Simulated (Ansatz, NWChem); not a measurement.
**Predicting a hybrid from its neighbours: C5H6 (pent-3-en-1-yne)**

The species is C5H6 (11 atoms), meant as a singlet with charge 0. As SMILES, `C#C/C=C/C`. Geometry: relaxed at PBE0-D4/def2-TZVP.

The electronic atomisation energy y, in eV, basis cc-pVDZ; a is the functional's share of exact exchange. Programs: Ansatz 0.2.0, NWChem 7.3.0.

```
functional  program     a  y (eV)
      BLYP   Ansatz     0   48.82
      TPSS   NWChem     0   49.37
     B3LYP   Ansatz   0.2   48.90
      PBE0   Ansatz  0.25       ?
     BHLYP   Ansatz   0.5   47.44
```

Problem. Fit y = c + s·a to the known rows and predict PBE0.

Solution. 
1. Means of the 4 rows: a = 0.1750, y = 48.633.
2. Σ(Δa)² = 0.1675, Σ(Δa·Δy) = -0.54275, so the slope is -0.54275/0.1675 = -3.2403.
3. Intercept: 48.633 − (-3.2403) × 0.1750 = 49.200. The largest residual of the fit is 0.38.
4. PBE0: 49.200 + (-3.2403) × 0.25 = 48.39 eV.

The run gave 49.60 eV, so the prediction is off by -1.21 eV, more than the scatter of the fit. The rows mix families of semi-local functionals, which the line can't see.
